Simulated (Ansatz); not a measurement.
**Si2 (triplet): from Hartree-Fock to the top rungs, 6-31G**

How much of the correlation energy of Si2 (triplet) does each wave-function method recover here?

Computed with Ansatz 0.2.0, Gaussian basis. Level: 6-31G, core rule «outside noble gas», up to 10 orbitals frozen.

The runs, in order: UHF; CCSD(T) on ROHF; CCSD(T) on UHF; BCCD(T) on ROHF; CISD; CCSDT(Q) on ROHF; CCSDT(Q) on UHF; CISDTQ; CCSDTQ on ROHF; CCSDTQ on UHF; CASSCF and MRCISD+Q, 8 electrons in 8 orbitals; CASSCF and NEVPT4(SD), 8 electrons in 8 orbitals; CASSCF and NEVPT2, 8 electrons in 8 orbitals; Full CI; Full CI, several states.

11 further runs of the same task are left out: 4 that didn't finish, 7 set aside as unsound or not needed.

## (1) What is computed

The geometry is a PBE0/def2-TZVP stationary point (not a proven minimum).

2 atoms, charge 0, spin multiplicity 3.

Atoms are counted from 1 here; the program's logs count them from 0.

Bond lengths: Si1–Si2 2.255 Å.

Coordinates:

```xyz
2

Si    0.0000    0.0000    0.0000
Si    0.0000    0.0000    2.2547
```

## (2) UHF

in.yaml

```yaml
crystal:
  periodic: [false, false, false]
  atoms:
    - {symbol: Si, position_ang: [0.000000, 0.000000, 0.000000]}
    - {symbol: Si, position_ang: [0.000000, 0.000000, 2.254714]}
basis:
  gaussian: {orbitals: 6-31G}
magnetization: {spin_polarized: true, initial_magnetization: 2}
hamiltonian: {xc: hf}
output: {orbitals: {seedname: orbitals}}
```

Launch:

```
> ansatz run in.yaml --threads 1 --pin off --events-out ev --progress --plain --max-ram 2393MiB
```

After this run come: CCSD(T) on ROHF; CCSD(T) on UHF; BCCD(T) on ROHF; CISD; CCSDT(Q) on ROHF; CCSDT(Q) on UHF; CISDTQ; CCSDTQ on ROHF; CCSDTQ on UHF; CASSCF and MRCISD+Q, 8 electrons in 8 orbitals; CASSCF and NEVPT4(SD), 8 electrons in 8 orbitals; CASSCF and NEVPT2, 8 electrons in 8 orbitals; Full CI; Full CI, several states.

Before running them: what should the planned runs give, taken together? Wanted: FCI below the RHF energy; RMP2 from FCI; UMP2 from FCI; RCCSD from FCI; RCCSD(T) from FCI; UCCSD(T) from FCI; RCCSDT(Q) from FCI; UCCSDT(Q) from FCI; NEVPT2 valence from FCI.

As calculated:

| quantity | value |
| --- | --- |
| FCI below the RHF energy | -2.8729 eV |
| RMP2 from FCI | +12.40 kcal/mol |
| UMP2 from FCI | +14.96 kcal/mol |
| RCCSD from FCI | +4.67 kcal/mol |
| RCCSD(T) from FCI | +1.65 kcal/mol |
| UCCSD(T) from FCI | +1.59 kcal/mol |
| RCCSDT(Q) from FCI | +0.18 kcal/mol |
| UCCSDT(Q) from FCI | +0.20 kcal/mol |
| NEVPT2 valence from FCI | +5.36 kcal/mol |
| NEVPT4(SD) valence from FCI | +0.71 kcal/mol |
| MRCISD+Q valence from FCI | +0.02 kcal/mol |
| levels within 1 kcal/mol (43 meV) | RCCSDT, UCCSDT, CISDTQ, RCCSDT(Q), UCCSDT(Q), RCCSDTQ, UCCSDTQ, NEVPT4(SD) valence, MRCISD valence, MRCISD+Q valence |
| T1 diagnostic | 0.022 |
| effectively unpaired electrons | 2.21 |

What this shows: RCCSD(T) misses by +1.65 kcal/mol, 2.5 % of the correlation energy. The occupations show some static correlation. Of the multireference levels listed MRCISD+Q valence comes nearest in total energy (+0.02 kcal/mol), which doesn't show that its space is the better one. Coupled cluster took another determinant than the lowest Hartree-Fock one. The next state among those solved, a triplet, lies 0.34 eV up. These misses are within one basis, not against nature; the frozen cores of restricted and unrestricted runs differ, which can shift their rows.
